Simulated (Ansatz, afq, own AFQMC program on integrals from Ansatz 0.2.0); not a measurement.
AFQMC on a folder of integrals that Ansatz 0.2.0 wrote.

```yaml
crystal:
  periodic: [false, false, false]
  atoms:
    - {symbol: B, position_ang: [0.000000, 0.000000, 0.000000]}
    - {symbol: O, position_ang: [0.000000, 0.000000, 1.200581]}
basis:
  gaussian: {orbitals: 6-31G}
magnetization: {spin_polarized: false, initial_magnetization: 1}
correlation: {method: ccsd_t, electrons: outside_noble_gas, hamiltonian_folder: ham}
```

```sh
$ ansatz run in.yaml --threads 1 --pin off --events-out ev --progress --plain --max-ram 1843MiB
```

Options of the walk:

```
--method phaseless --trial hf --walkers 20 --populations 1 --least-time 40 --time-step 0.01 --steps-per-block 25 --equilibration-blocks 40 --max-blocks 240 --target-error 0.00072 --factor-cut 1e-05 --start spin_pure --seed 8521 --release-times 0.2,0.4 --release-step 0.05 --release-every 4 --taylor-order 6
```

Times are imaginary, in 1/Eh. The walk had a cap of 209 s.

afq prints:

```
orbitals 16  electrons 5 4  factors 92 of 201
reference energy -99.46902298 Eh
CCSD correlation -0.17921019 Eh in 12 cycles, weight of the determinant in the CISD state 0.9043
energy of the start -99.469023 Eh
 block  time / (1/Eh)  mean weight  energy / Eh
     1     0.250  1.0080  -99.525013
     2     0.500  1.0153  -99.606939
     3     0.750  1.0053  -99.585419
     4     1.000  1.0070  -99.632432
     5     1.250  1.0014  -99.653509
     8     2.000  0.9956  -99.640262
    15     3.750  0.9989  -99.580280
    36     9.000  0.9887  -99.656334
    43    10.750  0.9966  -99.554286
    57    14.250  1.0010  -99.631503
    78    19.500  0.9914  -99.637014
    99    24.750  1.0003  -99.573976
   120    30.000  0.9999  -99.638218
   141    35.250  1.0073  -99.747322
   162    40.500  1.0017  -99.674649
   183    45.750  1.0076  -99.662498
   204    51.000  0.9998  -99.585948
   225    56.250  1.0061  -99.687251
   246    61.500  1.0033  -99.629162
   253    63.250  1.0011  -99.808809
   267    66.750  1.0163  -99.684734
   274    68.500  0.9959  -99.625970
blocks merged  error / Eh  count
     1  0.004416  240
     2  0.005048  120
     4  0.005229  60
     8  0.005172  30
    16  0.005559  15
released: time / (1/Eh)  energy / Eh  error  mean overlap
  0.20  -99.646026  0.006463  1.0082
  0.40  -99.646594  0.007272  1.0148
energy -99.649921 +/- 0.005229 Eh
(rows thinned)
```

The run failed at least one of its tests; the cautions name the faults.

Against this walk (error 142.3 meV) on the same determinant: CCSD(T) 138.8 meV lower (within the noise), CCSDT(Q) 172.2 meV lower (within the noise), CCSDTQ 174.6 meV lower (within the noise), full CI (a separate run on its own orbitals, whose frozen core shifts it by up to a few meV) 174.3 meV lower (within the noise), a separate phaseless walk with a CISD trial and standard settings 150.8 ± 143.0 meV lower (within the noise). The error is statistical and leaves out the bias of the constraint. Released to 0.40 1/Eh the energy moves by 91 ± 244 meV (both errors), within twice the noise.

Cautions: constraint bias not in the error; error above the target (142.3 against 19.6 meV); a spin-contaminated unrestricted determinant lies lower (UHF 143 meV lower, ⟨S²⟩ 0.84); full CI with its own frozen core; so few walkers bias the energy; the time-step error isn't removed.

The walk took 6 s on 1 thread of Intel Xeon Platinum 8488C, on a shared host. The log's last line is the phaseless energy.

CCSDT and higher add their correlation energy to the determinant of the CCSD(T) run, since their own runs factorise the integrals more tightly (a shift of under 2 meV). A walk keeps the symmetry of its determinant, which the program's search chose and which needn't be the lowest solution, so a lower state of the same spin and another symmetry isn't excluded.
